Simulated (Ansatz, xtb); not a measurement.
B2FH2−: which of two structures lies lower

Structure X: `B=[BH-]F`, a singlet. Structure Y: a singlet given by its coordinates. Both are isolated ions in the gas phase, relaxed with r2SCAN-D4/def2-TZVPD.

X (Å):

```yaml
atoms:
  - { symbol: B, position_ang: [-0.3184, -0.7589, -0.2644] }
  - { symbol: B, position_ang: [-1.2764, 0.3267, 0.2677] }
  - { symbol: F, position_ang: [0.5369, -1.6983, 0.3178] }
  - { symbol: H, position_ang: [-0.3415, -0.7669, -1.4994] }
  - { symbol: H, position_ang: [-2.0579, 1.2044, 0.4719] }
```

Y (Å):

```xyz
5

B    -3.3790   -0.6939    0.8826
B    -2.9342    0.7564    1.0022
F    -2.5449    2.0262    1.1068
H    -2.8271   -1.5577    1.5299
H    -4.2883   -0.9944    0.1392
```

Close contacts (Å): B1–B2 1.52, B2–F3 1.33, B1–H4 1.21, B1–H5 1.21.

Q: Which of the two would you expect CCSD(T)/def2-TZVPPD electronic energies to favour?

A: Structure Y; the calculation gives E(Y) − E(X) = −0.434 eV.

The same difference at several levels:

```json
{"level": "GFN2-xTB", "geometry": "GFN2-xTB", "E(Y) − E(X) (eV)": "−0.037", "departure from the last row (eV)": "+0.397", "job, with rough time for the two": "optimisation, 0.088 s"}
{"level": "HF/STO-3G", "geometry": "GFN2-xTB", "E(Y) − E(X) (eV)": "−0.595", "departure from the last row (eV)": "−0.161", "job, with rough time for the two": "single point, 0.16 s"}
{"level": "r2SCAN-D4/def2-SVPD", "geometry": "GFN2-xTB", "E(Y) − E(X) (eV)": "−0.460", "departure from the last row (eV)": "−0.026", "job, with rough time for the two": "single point, 1.7 s"}
{"level": "r2SCAN-D4/def2-TZVPD", "geometry": "r2SCAN-D4/def2-TZVPD", "E(Y) − E(X) (eV)": "−0.488", "departure from the last row (eV)": "−0.054", "job, with rough time for the two": "optimisation, 22 s"}
{"level": "HF/def2-TZVPPD", "geometry": "r2SCAN-D4/def2-TZVPD", "E(Y) − E(X) (eV)": "−0.249", "departure from the last row (eV)": "+0.185", "job, with rough time for the two": "part of the CCSD(T) run"}
{"level": "MP2/def2-TZVPPD", "geometry": "r2SCAN-D4/def2-TZVPD", "E(Y) − E(X) (eV)": "−0.467", "departure from the last row (eV)": "−0.034", "job, with rough time for the two": "part of the CCSD(T) run"}
{"level": "CCSD(T)/def2-TZVPPD", "geometry": "r2SCAN-D4/def2-TZVPD", "E(Y) − E(X) (eV)": "−0.434", "departure from the last row (eV)": "", "job, with rough time for the two": "single point, 23 s"}
```

None of the levels shown reverses the order. The largest departure from CCSD(T)/def2-TZVPPD is that of GFN2-xTB, 0.397 eV.

With harmonic frequencies from r2SCAN-D4/def2-TZVPD (ideal gas, rigid rotor, one conformer each, 1000 K, 1 atm): on the last row, ΔE + ΔZPE = −0.431, ΔH = −0.431, ΔG = −0.332 eV.

The correlated steps freeze 3 core orbitals. Programs: Ansatz 0.2.0, xtb 6.7.1; the last row on 2 threads of Arm Neoverse V1 on a shared host.
